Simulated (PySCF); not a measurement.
```xyz
10

C      1.1113    -0.2865    -0.1987
C     -0.1067     0.6050     0.0657
C     -1.3617    -0.2098     0.2223
O     -2.0972    -0.1745     1.1736
H      1.9995     0.3191    -0.3799
H      1.3124    -0.9351     0.6552
H      0.9554    -0.9208    -1.0739
H     -0.2590     1.2737    -0.7898
H      0.0262     1.2200     0.9562
H     -1.5802    -0.8912    -0.6307
```

Charge 0, multiplicity 1.

Problem. Give the Mulliken and meta-Löwdin atomic charges from M06-2X/def2-TZVP // B3LYP-D3(BJ)/def2-TZVP in PySCF.

Solution. 
```json
[
 {"atom": "C1", "Mulliken (e)": "-0.44", "meta-Löwdin (e)": "-0.33"},
 {"atom": "C2", "Mulliken (e)": "-0.22", "meta-Löwdin (e)": "-0.24"},
 {"atom": "C3", "Mulliken (e)": "0.12", "meta-Löwdin (e)": "0.30"},
 {"atom": "O4", "Mulliken (e)": "-0.27", "meta-Löwdin (e)": "-0.40"},
 {"atom": "H5", "Mulliken (e)": "0.15", "meta-Löwdin (e)": "0.12"},
 {"atom": "H6", "Mulliken (e)": "0.15", "meta-Löwdin (e)": "0.12"},
 {"atom": "H7", "Mulliken (e)": "0.14", "meta-Löwdin (e)": "0.11"},
 {"atom": "H8", "Mulliken (e)": "0.14", "meta-Löwdin (e)": "0.12"},
 {"atom": "H9", "Mulliken (e)": "0.14", "meta-Löwdin (e)": "0.12"},
 {"atom": "H10", "Mulliken (e)": "0.08", "meta-Löwdin (e)": "0.07"}
]
```
